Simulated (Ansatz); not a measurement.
AlMe2H (C₂H₇Al). The state is a singlet with charge 0. Geometry r2SCAN-D4/def2-TZVP.

Cartesian coordinates in Å:
```
Al -0.6481 -0.0074 -0.4008
C 0.7964 -1.2463 -0.8442
H 0.9952 -1.9264 -0.0075
H 1.7365 -0.7115 -1.0208
H 0.5942 -1.8613 -1.7242
C -0.4205 1.2481 1.0791
H 0.3821 1.9623 0.8593
H -0.1151 0.7324 1.9964
H -1.3182 1.8279 1.3060
H -2.0025 -0.0179 -1.2433
```

B3LYP takes the VWN-RPA correlation.

Estimate the orbital energies around the gap (eV) in Ansatz with r2SCAN-D4/def2-TZVP, B97M-V/def2-TZVP, B3LYP-D4/6-31G, PBE0-D4/def2-SVP, PBE0-D4/def2-TZVP.


```tsv
orbital	r2SCAN-D4/def2-TZVP	B97M-V/def2-TZVP	B3LYP-D4/6-31G	PBE0-D4/def2-SVP	PBE0-D4/def2-TZVP
HOMO−9	-69.98	-71.07	-72.77	-73.12	-72.92
HOMO−8	-17.58	-17.88	-18.47	-18.79	-19.01
HOMO−7	-17.33	-17.63	-18.19	-18.51	-18.74
HOMO−6	-9.94	-10.02	-10.73	-11.03	-11.08
HOMO−5	-9.87	-9.96	-10.63	-10.94	-10.99
HOMO−4	-9.65	-9.74	-10.57	-10.76	-10.81
HOMO−3	-9.64	-9.74	-10.41	-10.72	-10.79
HOMO−2	-9.60	-9.65	-10.39	-10.70	-10.76
HOMO−1	-6.91	-6.97	-7.61	-7.85	-7.89
HOMO	-6.77	-6.86	-7.41	-7.76	-7.78
LUMO	-1.26	-1.49	-1.04	-0.80	-0.86
LUMO+1	0.41	-0.11	0.92	0.93	0.54
LUMO+2	1.25	0.72	1.53	1.92	1.25
LUMO+3	2.04	1.64	3.02	2.90	2.26
LUMO+4	2.95	2.31	3.44	3.69	2.88
LUMO+5	3.24	2.55	3.72	4.01	3.03
```
